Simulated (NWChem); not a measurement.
System: acetone (C3H6O); SMILES CC(C)=O

Input file for NWChem:

```
start job
memory heap 200 mb stack 900 mb global 1100 mb
geometry units angstroms noautosym nocenter noautoz
  C     -1.284550    -0.000719    -0.615008
  C      0.000000     0.000000     0.180731
  C      1.284550     0.000719    -0.615008
  O      0.000000     0.000000     1.387736
  H     -1.329902    -0.883864    -1.272262
  H     -1.333812     0.885068    -1.268338
  H     -2.142753    -0.004571     0.068435
  H      2.142753     0.004571     0.068435
  H      1.333812    -0.885068    -1.268338
  H      1.329902     0.883864    -1.272262
end
basis spherical
  * library def2-svpd
end
dft
  xc xpbe96 cpbe96
  iterations 150
end
property
  response 1 0.0
end
task dft property
```

All runs use the structure optimised with PBE0/def2-SVP.

Static field.

### Question
Predict the main results of this run. (PBE/def2-SVPD.) Quantities: isotropic polarisability (bohr³); anisotropy (bohr³).

### Answer
- isotropic polarisability (bohr³): 43.6
- anisotropy (bohr³): 13.2
